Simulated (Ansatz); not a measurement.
Input file:

```yaml
crystal:
  periodic: [false, false, false]
  atoms:
    - {symbol: Si, position_ang: [0.063951, -0.104049, 0.597949]}
    - {symbol: N, position_ang: [-0.197626, 0.152405, -1.173373]}
    - {symbol: H, position_ang: [0.231871, 1.158559, 1.318217]}
    - {symbol: H, position_ang: [0.732468, -0.377182, -1.674006]}
basis:
  gaussian: {orbitals: cc-pVDZ}
magnetization: {spin_polarized: false, initial_magnetization: 3}
correlation: {method: sc_nevpt2, electrons: outside_noble_gas, active_space: {window: {electrons: 5, orbitals: 4}}}
scf: {lower_state_search: light}
output: {forces: true}
```

```sh
$ ansatz run in.yaml --threads 1 --pin off --events-out ev --progress --plain --max-ram 2393MiB
```

Log:

```
409 factors; integrals over basis functions are off by at most 1.2e-3 eV
mean field evaluation 1: about -9370.4253 eV, gradient 1.3e1 eV
mean field evaluation 2: about -9370.4604 eV, gradient 1.3e1 eV
mean field evaluation 4: about -9371.5959 eV, gradient 3.3e0 eV
mean field evaluation 8: about -9371.6678 eV, gradient 3.7e-1 eV
mean field evaluation 16: about -9371.6737 eV, gradient 2.8e-6 eV
mean field -9371.67372546 eV, -344.4026570619 hartree, gradient 2.8e-6 eV, S^2 3.750000; 2 other end points of the search recorded, 0 dependent functions left out
reference -9371.67372546 eV, -344.4026570619 hartree; 13, 10 occupied and 29, 32 virtual orbitals, 409 factors
state -9371.67372546 eV, -344.4026570619 hartree
state -9371.67372546 eV, -344.4026570619 hartree; corrected -9377.21267348 eV, -344.6062096474 hartree
WARN: 1 active orbitals are nearly empty or full. The corrections depend on them more than the energy does, and are more stable in an active space without them
the calculation of the forces begins
Error: an active orbital is full or empty, and SC-NEVPT2 has no forces then: leave it out of the active space
```

The run gave no result to rely on (stopped by an error).

Ran on 1 thread of Intel Xeon, shared host: 3.2 s wall, 0.17 GiB peak host memory.
